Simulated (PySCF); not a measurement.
# SiS at other levels of theory

Aim: see what other levels and later steps give for SiS.

Program: PySCF 2.14.0. Level of theory: each script names its method and basis. These are calculated values, not measurements.

1 further run of the same task is left out (it didn't finish).

### Step 1. The starting structure

SiS: 2 atoms, charge 0, spin multiplicity 1.

Bond lengths: Si1–S2 1.984 Å.

### Step 2. Base script

Input file input.py:

```python
from pyscf import gto, dft

mol = gto.M(
    atom='Si 0 0 0; S 0 0 1.984',
    basis='crenbl',
    ecp={'Si': 'crenbl', 'S': 'crenbl'},
    charge=0,
    spin=0,
    verbose=3,
)
mf = dft.RKS(mol, xc='tpssh')
mf.kernel()
mf.stability(internal=True, external=True)
mf.dip_moment()
print('orbital energies (hartree):', mf.mo_energy[..., max(0, mol.nelec[1]-3):mol.nelec[0]+3].round(4))
```

Launch:

```
OMP_NUM_THREADS=1 python input.py
```

### Step 3. Hse06

Edit 1 changes functional: tpssh → hse06.

Edit input.py of step 2 so:

```diff
@@ -10,3 +10,3 @@
 )
-mf = dft.RKS(mol, xc='tpssh')
+mf = dft.RKS(mol, xc='hse06')
 mf.kernel()
```

### Step 4. R2scan

Edit 2 changes functional: tpssh → r2scan.

Edit input.py of step 2 so:

```diff
@@ -10,3 +10,3 @@
 )
-mf = dft.RKS(mol, xc='tpssh')
+mf = dft.RKS(mol, xc='r2scan')
 mf.kernel()
```

### Step 5. Bhandhlyp

Edit 3 changes functional: tpssh → bhandhlyp.

Edit input.py of step 2 so:

```diff
@@ -10,3 +10,3 @@
 )
-mf = dft.RKS(mol, xc='tpssh')
+mf = dft.RKS(mol, xc='bhandhlyp')
 mf.kernel()
```

### Step 6. UKS

Edit 4 changes SCF type: RKS → UKS.

Input file input.py:

```python
from pyscf import gto, dft

mol = gto.M(
    atom='Si 0 0 0; S 0 0 1.984',
    basis='crenbl',
    ecp={'Si': 'crenbl', 'S': 'crenbl'},
    charge=0,
    spin=0,
    verbose=3,
)
mf = dft.UKS(mol, xc='tpssh')
mf.kernel()
mf.stability(internal=True, external=True)
mf.dip_moment()
print('orbital energies (hartree):', [e[max(0, n-3):n+3].round(4) for e, n in zip(mf.mo_energy, mol.nelec)])
```

### Step 7. CISD (RHF)

Edit 5 changes step after the SCF: stability → cisd; SCF type: RKS → RHF; functional: tpssh → none (Hartree–Fock).

Edit input.py of step 2 so:

```diff
@@ -1,2 +1,2 @@
-from pyscf import gto, dft
+from pyscf import gto, scf, ci
 
@@ -10,5 +10,5 @@
 )
-mf = dft.RKS(mol, xc='tpssh')
+mf = scf.RHF(mol)
 mf.kernel()
-mf.stability(internal=True, external=True)
+ci.CISD(mf).kernel()
 mf.dip_moment()
```

### Step 8. Mn15l

Edit 6 changes functional: tpssh → mn15l.

Edit input.py of step 2 so:

```diff
@@ -10,3 +10,3 @@
 )
-mf = dft.RKS(mol, xc='tpssh')
+mf = dft.RKS(mol, xc='mn15l')
 mf.kernel()
```

Q: Predict the outcome of this session. Wanted: for each run, E(SCF); from base; SCF dipole; after the SCF.

**Answer**, as computed:

| run | E(SCF) (hartree) | from base (eV) | SCF dipole (D) | after the SCF |
| --- | --- | --- | --- | --- |
| base | -14.027619 | 0 | 2.17 | stable |
| hse06 | -14.022143 | not comparable | 2.27 | stable |
| r2scan | -14.033709 | not comparable | 2.12 | stable |
| bhandhlyp | -13.948102 | not comparable | 2.61 | stable |
| UKS | -14.027619 | 0.0000 | 2.17 | stable |
| CISD (RHF) | -13.681300 | not comparable | 3.19 | CISD correlation -3.051 eV |
| mn15l | -13.948530 | not comparable | 2.15 | stable |

What this shows: With UKS the SCF ends at the base energy. Total energies of different functionals can't be compared with each other; differences within one functional can.
